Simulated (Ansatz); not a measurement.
Ansatz (a first-principles code) input (CCSD(T)/aug-cc-pVTZ):

Ansatz 0.2 input:
```yaml
crystal:
  periodic: [false, false, false]
  atoms:
    - {symbol: C, position_ang: [0.00327342, 0.02137882, 0.11257968]}
    - {symbol: C, position_ang: [0.09532447, 0.42175209, 1.31948097]}
    - {symbol: C, position_ang: [-0.04988734, -0.27325839, -1.20303702]}
    - {symbol: H, position_ang: [-0.15282464, -0.23863109, 2.15258061]}
    - {symbol: H, position_ang: [0.80620451, -0.68175225, -1.73348371]}
    - {symbol: H, position_ang: [-0.94564319, -0.09885182, -1.79323865]}
basis:
  gaussian:
    orbitals: aug-cc-pVTZ
total_charge: -1
magnetization: {spin_polarized: false}
correlation: {method: ccsd_t, electrons: outside_noble_gas}
```

End of the output:

```
integrals: 0.92 GiB planned
1195 factors; integrals over basis functions are off by at most 9.3e-4 eV
mean field: 0.61 GiB planned
mean field evaluation 1: about -3135.0155 eV, gradient 2.2e1 eV
mean field evaluation 2: about -3135.0172 eV, gradient 2.2e1 eV
mean field evaluation 4: about -3136.6443 eV, gradient 4.2e0 eV
mean field evaluation 8: about -3136.7208 eV, gradient 1.9e-1 eV
mean field evaluation 16: about -3136.7075 eV, gradient 1.2e0 eV
mean field -3136.72144389 eV, -115.2723869167 hartree, gradient 3.4e-6 eV, S^2 0.000000; 0 other end points of the search recorded, 0 dependent functions left out
3 core orbitals not correlated
reference -3136.72144389 eV, -115.2723869167 hartree; 8, 8 occupied and 196, 196 virtual orbitals, 1195 factors
second order -13.64688681 eV of doubles, -0.00000000 eV of singles
coupled cluster: 1.86 GiB planned
cycle   1  -13.57731136 eV  change    7.0e-2 eV  update   1.0e-1
cycle   2  -13.97187973 eV  change   -3.9e-1 eV  update   3.2e-2
cycle   3  -14.06980255 eV  change   -9.8e-2 eV  update   1.8e-2
cycle   4  -14.06223412 eV  change    7.6e-3 eV  update   5.9e-3
cycle   5  -14.06072003 eV  change    1.5e-3 eV  update   3.2e-3
cycle   6  -14.06115598 eV  change   -4.4e-4 eV  update   1.3e-3
cycle   7  -14.06077512 eV  change    3.8e-4 eV  update   7.2e-4
cycle   8  -14.06055318 eV  change    2.2e-4 eV  update   3.3e-4
cycle   9  -14.06063917 eV  change   -8.6e-5 eV  update   1.5e-4
cycle  10  -14.06068218 eV  change   -4.3e-5 eV  update   6.8e-5
cycle  11  -14.06063008 eV  change    5.2e-5 eV  update   3.2e-5
cycle  12  -14.06065479 eV  change   -2.5e-5 eV  update   1.5e-5
cycle  13  -14.06065572 eV  change   -9.3e-7 eV  update   5.6e-6
perturbative correction -0.78502924 eV, -0.0288492924 hartree
Total energy: -3151.56712884 eV, -115.8179557760 hartree
```

It need not be the lowest isomer of its formula. Whether it binds its extra electron was not tested at this geometry.
